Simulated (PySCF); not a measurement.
Some computed properties have been withheld. Give your best values.

Thiopropynal, C₃H₂S.
SMILES: `C#CC=S`

```tsv
property	level	value
point group	PBE0-D3(BJ)/def2-SVP	Cs
rotational constants A, B, C	PBE0-D3(BJ)/def2-SVP	?
dipole moment	B3LYP/pcSseg-2	?
HOMO energy	B3LYP/pcSseg-2	-6.65 eV
LUMO energy	B3LYP/pcSseg-2	?
13C chemical shifts (computed TMS as zero) by class	GIAO B3LYP/pcSseg-2	238.7 (1 C), 105.2 (1 C), 93.3 (1 C) ppm
1H chemical shifts (computed TMS as zero) by class	GIAO B3LYP/pcSseg-2	10.87 (1 H), 4.64 (1 H) ppm
isotropic shieldings of nuclei other than C and H, by class	GIAO B3LYP/pcSseg-2	?
```

Electronic properties: PySCF, gas phase, density fitting. Geometry: PBE0-D3(BJ)/def2-SVP; no solvent, vibrations or thermal averaging.

Question: What is the dipole moment?

Answer: 2.26 D.

Question: The rotational constants A, B, C?

Answer: 42.935, 3.090, 2.883 GHz.

Question: The isotropic shieldings of nuclei other than C and H, by class?

Answer: -879 (1 S) ppm.

Question: What is the LUMO energy?

Answer: -3.32 eV.

In atomic units the dipole is 0.89 e·bohr (1 au = 2.5417 D). A dipole of 2.26 D is allowed in Cs, and pure rotational transitions are dipole-allowed. With B = h/(8π²I), that is 505.379 GHz u Å² over I, the principal moments of inertia are 11.8, 163.5 and 175.3 u Å² (most abundant isotopes); the inertial defect Ic − Ia − Ib is 0.0 u Å² (zero for a rigid planar frame, negative otherwise).

For the NMR shielding job (B3LYP/pcSseg-2), time: 12 s wall; peak memory 0.72 GiB. Hardware: an Intel Xeon Platinum 8259CL at 2.50 GHz with one thread, no GPU, shared host with 96 logical CPUs at a one-minute load of 53.
